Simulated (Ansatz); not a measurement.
**Potassium, bcc: convergence with the k-point mesh**

Computed with Ansatz, PBE, scalar-relativistic PAW, on the relaxed cell (a = 5.283 Å; spin not included). Errors count from a run at 420 eV on a Γ-centred 14×14×14 mesh with Fermi-Dirac smearing of 0.1 eV, extrapolated to zero width. Fixed here: cutoff 420 eV, Fermi-Dirac width 0.1 eV. The SCF starts from atomic densities corrected by a trained network.

```
  k-mesh  E(σ→0) error (meV/atom)  P (GPa)  SCF iterations
   2×2×2                    564.5     0.33               6
   2×2×2                    564.5     0.33               6
   3×3×3                    -95.1    -0.11               6
   4×4×4                     53.6     0.09               6
   5×5×5                     -4.6     0.00               6
   7×7×7                     -2.2     0.00               6
12×12×12                      0.5     0.01               6
```

What does the run at 9×9×9 give (k-mesh)?

E(σ→0) error (meV/atom): -2.5; P (GPa): 0.00; SCF iterations: 6.

Within 5 meV/atom of the last row: from 7×7×7 on.
